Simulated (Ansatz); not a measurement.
# C2H4FNO: the cost of one run

All numbers below are computed with Ansatz 0.2.0 (RKS PBE0-D4/def2-SVPD).

## Step 1: The starting structure

Bond lengths: N1–C2 1.458 Å, C2–O3 1.441 Å, C2–C4 1.428 Å, O3–C4 1.384 Å, C4–F5 1.411 Å, N1–H6 0.968 Å, N1–H7 1.063 Å, C2–H8 1.106 Å, C4–H9 1.065 Å. Angles (14 of 16 angles, heavy atoms first): N1–C2–O3 114.2°, N1–C2–C4 124.7°, O3–C2–C4 57.7°, C2–O3–C4 60.7°, C2–C4–O3 61.6°, C2–C4–F5 121.1°, O3–C4–F5 116.1°, N1–C2–H8 111.5°, O3–C2–H8 119.2°, C4–C2–H8 119.0°, C2–N1–H6 113.4°, C2–N1–H7 107.0°, C2–C4–H9 125.9°, O3–C4–H9 118.7°.

Coordinates:

```xyz
9

N     1.0927    0.8035    0.5031
C     0.4716   -0.2982   -0.2233
O    -0.4533   -1.0763    0.5616
C    -0.9182   -0.3806   -0.5409
F    -1.7912    0.6947   -0.2731
H     1.5203    0.5275    1.3267
H     0.3071    1.4307    0.8486
H     1.2016   -0.8195   -0.8700
H    -1.3422   -0.9282   -1.3499
```

## Step 2: Relaxing end A

Contents of input.yaml:

```yaml
crystal:
  periodic: [false, false, false]
  atoms:
    - { symbol: "N", position_ang: [1.0927, 0.8035, 0.5031] }
    - { symbol: C, position_ang: [0.4716, -0.2982, -0.2233] }
    - { symbol: O, position_ang: [-0.4533, -1.0763, 0.5616] }
    - { symbol: C, position_ang: [-0.9182, -0.3806, -0.5409] }
    - { symbol: F, position_ang: [-1.7912, 0.6947, -0.2731] }
    - { symbol: H, position_ang: [1.5203, 0.5275, 1.3267] }
    - { symbol: H, position_ang: [0.3071, 1.4307, 0.8486] }
    - { symbol: H, position_ang: [1.2016, -0.8195, -0.87] }
    - { symbol: H, position_ang: [-1.3422, -0.9282, -1.3499] }
basis:
  gaussian: { orbitals: def2-SVPD }
hamiltonian:
  xc: pbe0
  dispersion: d4
relax:
  f_tol: 0.015
  max_steps: 40
```

The run is started by

```console
$ ansatz run input.yaml --threads 2 --pin off --max-ram 3072MiB --backend cpu --events-out ev --progress --plain --runs-dir out
```

Q: Estimate wall time and peak memory on 2 threads of Intel Xeon Platinum 8488C (Sapphire Rapids), shared host.

About 19 s, with a peak of 0.31 GiB.
